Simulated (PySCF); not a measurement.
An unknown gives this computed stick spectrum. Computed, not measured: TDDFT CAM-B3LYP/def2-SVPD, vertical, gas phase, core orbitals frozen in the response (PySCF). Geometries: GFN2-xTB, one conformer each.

| state | E (eV) | f |
| --- | --- | --- |
| S1 | 6.59 | 0.0000 |
| S2 | 6.79 | 0.024 |
| S3 | 6.83 | 0.0015 |
| S4 | 7.35 | 0.0037 |
| S5 | 7.52 | 0.0094 |
| S6 | 7.56 | 0.023 |
| S7 | 7.81 | 0.019 |
| S8 | 7.96 | 0.016 |

**Question.** Which candidate is it? All have the formula C4H7OP.
A. `CC1=C[P@]1(C)=O`
B. `CCP1(=O)C=C1`
C. `C=PCC(C)=O`
D. `COCCC#P`
E. `C(#C)C[P@H](=O)C`

**Answer.** E. Its S1, at 6.59 eV, is the highest among the candidates; the nearest of the others has S1 at 5.26 eV. S1 is HOMO-2→LUMO+1 (36%), HOMO→LUMO+2 (24%), HOMO-3→LUMO+2 (12%). Löwdin shares by element: HOMO oxygen 38%, carbon 32% or more, phosphorus 10% (atoms not listed hold the other 20%); LUMO carbon 59% (atoms not listed hold the other 41%). At the same level the other candidates give, for their lowest levels:
- `CCP1(=O)C=C1`: 5.07 eV (f 0.003); 6.25 eV (f 0.000); 6.56 eV (f 0.002); 7.04 eV (f 0.039); 7.41 eV (f 0.018); T1 4.54 eV; HOMO -8.70, LUMO 0.33 eV
- `C=PCC(C)=O`: 4.31 eV (f 0.007); 4.61 eV (f 0.005); 5.38 eV (f 0.087); 5.75 eV (f 0.069); 6.31 eV (f 0.010); T1 2.79 eV; HOMO -8.56, LUMO -0.79 eV
- `CC1=C[P@]1(C)=O`: 5.26 eV (f 0.004); 6.40 eV (f 0.003); 6.43 eV (f 0.000); 6.92 eV (f 0.061); 7.19 eV (f 0.016); T1 4.69 eV; HOMO -8.50, LUMO 0.68 eV
- `COCCC#P`: 4.26 eV (f 0.000); 4.63 eV (f 0.001); 4.64 eV (f 0.000); 6.95 eV (f 0.000); 7.12 eV (f 0.025); T1 3.30 eV; HOMO -8.72, LUMO 0.10 eV

Shape of the structure used: `[CH:1]#[C:2][CH2:3][P@@H:4]([CH3:5])=[O:6]`: C2–C3–P4–C5 55°.
Triplets come from the Tamm–Dancoff approximation.
